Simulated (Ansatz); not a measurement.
# BC (quartet): wave-function methods side by side, def2-TZVPP

An exercise on one series of results from a longer session: the logs are not shown, and one member is left open.

Computed with Ansatz 0.2.0, Gaussian basis. Level: def2-TZVPP, core rule «outside noble gas», up to 2 orbitals frozen.

The runs, in order: UHF; ROHF; CCSD(T) on UHF.

### The geometry

The geometry is a PBE0/def2-TZVP stationary point (not a proven minimum).

2 atoms, charge 0, spin multiplicity 4.

Atoms are counted from 1 here; the program's logs count them from 0.

Bond lengths: B1–C2 1.478 Å.

Set-up of the first run:

Input file in.yaml:

```yaml
crystal:
  periodic: [false, false, false]
  atoms:
    - {symbol: B, position_ang: [0.000000, 0.000000, 0.000000]}
    - {symbol: C, position_ang: [0.000000, 0.000000, 1.478400]}
basis:
  gaussian: {orbitals: def2-TZVPP}
magnetization: {spin_polarized: true, initial_magnetization: 3}
hamiltonian: {xc: hf}
output: {orbitals: {seedname: orbitals}}
```

Started as:

```bash
$ ansatz run in.yaml --threads 1 --pin off --events-out ev --progress --plain --max-ram 2816MiB --backend cpu
```

Among the steps run: UHF; ROHF; CCSD(T) on UHF.

One of the session's tables, all rows but one given; the rest of the session is left out.

| method | from UCCSD(T) (meV) |
| --- | --- |
| ROHF | +5387.1 |
| UHF | +5332.0 |
| UMP2 | ? |
| UCCSD | +321.0 |
| UCCSD(T) | 0 |

Estimate the missing values for UMP2.

**Answer.** from UCCSD(T) (meV): +1116.9. In the column «from UCCSD(T) (meV)» it lies between UCCSD (+321.0) and UHF (+5332.0).

With the free atoms at the same levels and basis (separate runs), the atomisation energy is 4.229 eV at UCCSD(T), 3.278 eV at ROHF.
